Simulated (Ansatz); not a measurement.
**Zr$_{3}$Cd (Pm-3m)**

These are results of DFT r2SCAN, scalar-relativistic, plane waves, PAW in Ansatz, not measurements.

Cutoff 500 eV; k points 10×10×10 on the computed 4-atom cell (Γ-centred); Gaussian smearing, width 0.10 eV; no spin polarisation.

The structure is relaxed at this level of theory with its symmetry kept. Whether it is the stable form of this composition wasn't checked.

```
Zr Cd
1.0
     4.45157    0.00000    0.00000
     0.00000    4.45157    0.00000
     0.00000    0.00000    4.45157
Zr Cd
3 1
Direct
  0.00000 0.50000 0.50000
  0.50000 0.00000 0.50000
  0.50000 0.50000 0.00000
  0.00000 0.00000 0.00000
```

Q: Formation energy from the elements' standard states (uncorrected)?

A: -0.088 eV/atom.

Q: Density of states at the Fermi level?

A: 2.30 states/eV per cell.

Q: Löwdin character within 0.5 eV of the Fermi level?

A: Zr 4d 84 %, unprojected 9 %.

Q: Bulk modulus?

A: 97 GPa.

Q: Its pressure derivative?

A: 4.0.

Q: Bader charges (e)?

A: Zr (3 in the cell) 0.50, Cd (1 in the cell) -1.49.